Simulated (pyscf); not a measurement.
Structures and frequencies: ωB97X-D3(BJ)/def2-SVP in PySCF.

**Question.** H₃Si–AsH–GaH₂ → HGa=AsH + SiH₄
Surface: singlet. Broken: As–Si, Ga–H. Formed: H–Si. Give ΔE‡ and ΔE from ωB97M-D3(BJ)/def2-TZVP, relative to the reactant's lowest minimum found.

**Answer.** ΔE‡ = 1.85 eV, ΔE = +1.29 eV. Zero-point energy shifts the barrier by 0.00 eV. It is an elimination, with an imaginary mode of 363i cm⁻¹. On the product side the descent ends in a complex, 0.22 eV under the separated species and 0.59 eV under the saddle at ωB97X-D3(BJ)/def2-TZVP. At the saddle there is also a short Ga–Si contact that neither side keeps. At ωB97X-D3(BJ) the barrier from the zero used here is 2.02 eV. H₃Si–AsH–GaH₂ is closed by a dative Ga–Si contact. HGa=AsH lies 0.53 eV over its isomer Ga–AsH₂ [singlet], and others may lie lower still (electronic energy, ωB97M-D3(BJ)). This is the saddle that the search found; another between the same sides may lie lower. Elements up to Kr have no core potential and no relativistic terms here.
